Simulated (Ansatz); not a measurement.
## [H···H···SiH3], doublet along the distance H1-H2

Starting geometry:

```
atom    x (Å)    y (Å)    z (Å)
   H  -2.4285   0.0000   0.0000
   H  -1.6835   0.0000   0.0000
  Si   0.0895   0.0000   0.0000
   H   0.5395  -1.4163   0.0000
   H   0.5395   0.7081  -1.2265
   H   0.5395   0.7081   1.2265
```

From there H2 is moved from one fragment to the other while all else, the fragments' distance too, stays fixed; atoms are numbered as listed. Energies are in kcal/mol, counted from the starting geometry at the same level.

Basis cc-pVTZ; Ansatz 0.2.0. Correlated methods freeze the noble-gas cores. Prefix R: restricted or restricted open-shell reference; prefix U: unrestricted.

For open shells CISD is restricted-active-space CI with the open shells as a complete middle space.

Full CI isn't at hand for all of this; UCCSDT(Q) serves as the reference, and is uncertain by about the last step of the cluster series. The frozen core follows each run's orbitals, which can shift R against U totals by a few meV.

```
distance H1-H2 (Å)  UCCSDT(Q)  error UHF  error CISD  error RCCSD  error RCCSD(T)  error UCCSD(T)  error UCCSDT
             0.745        0.0        0.0         0.0          0.0             0.0             0.0           0.0
             0.793       -0.1        0.2         0.2          0.1             0.0             0.0           0.0
             0.888        1.4       -0.2         0.3          0.1             0.0             0.0           0.0
             0.983        3.6       -1.7         0.0          0.1             0.0             0.0           0.0
             1.078        6.6       -3.5        -0.6         -0.1             0.0             0.0           0.0
```

Errors are those of relative energies. In total energy the starting point itself misses UCCSDT(Q) by: UHF 123.8, CISD 11.1, RCCSD 3.6, RCCSD(T) 0.7, UCCSD(T) 0.7, UCCSDT 0.1 kcal/mol.

Spread of the error over the points with a reference, to 1.078 Å (largest less smallest): UCCSDT 0.0, RCCSD(T) 0.0, UCCSD(T) 0.1, RCCSD 0.2, CISD 0.8, UHF 3.7 kcal/mol.
